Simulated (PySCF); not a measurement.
Molfile (atoms numbered from 1):
```
C4H2O2
     RDKit          3D

  8  8  0  0  0  0  0  0  0  0999 V2000
    2.1538   -0.7166    0.3592 O   0  0  0  0  0  0  0  0  0  0  0  0
    1.0416   -0.3367    0.1789 C   0  0  0  0  0  0  0  0  0  0  0  0
   -0.3015   -0.9672   -0.0944 C   0  0  0  0  0  0  0  0  0  0  0  0
   -0.9549    0.2182   -0.1585 C   0  0  0  0  0  0  0  0  0  0  0  0
    0.2814    1.0402    0.1101 C   0  0  0  0  0  0  0  0  0  0  0  0
    0.5441    2.1948    0.2179 O   0  0  0  0  0  0  0  0  0  0  0  0
   -0.6287   -2.0025   -0.2028 H   0  0  0  0  0  0  0  0  0  0  0  0
   -1.9976    0.4842   -0.3387 H   0  0  0  0  0  0  0  0  0  0  0  0
  1  2  2  0
  2  3  1  0
  3  4  2  0
  4  5  1  0
  5  6  2  0
  5  2  1  0
  3  7  1  0
  4  8  1  0
M  END
```

Geometry: PBE0-D3(BJ)/def2-SVP; GIAO absolute shieldings from PySCF, gas phase, non-relativistic, averaged over equivalent atoms.

At PBE0/pcSseg-1 (112 basis functions, 7 s wall time on 1 thread of an Arm Neoverse V1, shared host):
| atoms | σ (ppm) |
| --- | --- |
| O1/O6 | -300.2 |
| C3/C4 | -17.7 |
| C2/C5 | -16.7 |
| H7/H8 | 21.35 |

Task: What do these become at CAM-B3LYP/pcSseg-2?

Result: 
```csv
atoms,σ at CAM-B3LYP/pcSseg-2,change
O1/O6,-284.1,+16.1
C3/C4,-26.0,-8.3
C2/C5,-28.9,-12.2
H7/H8,21.56,+0.21
```

The largest change is at O1/O6 (carbonyl oxygen). Cost: 244 basis functions, 27 s wall time on 1 thread of an Arm Neoverse V1, shared host.
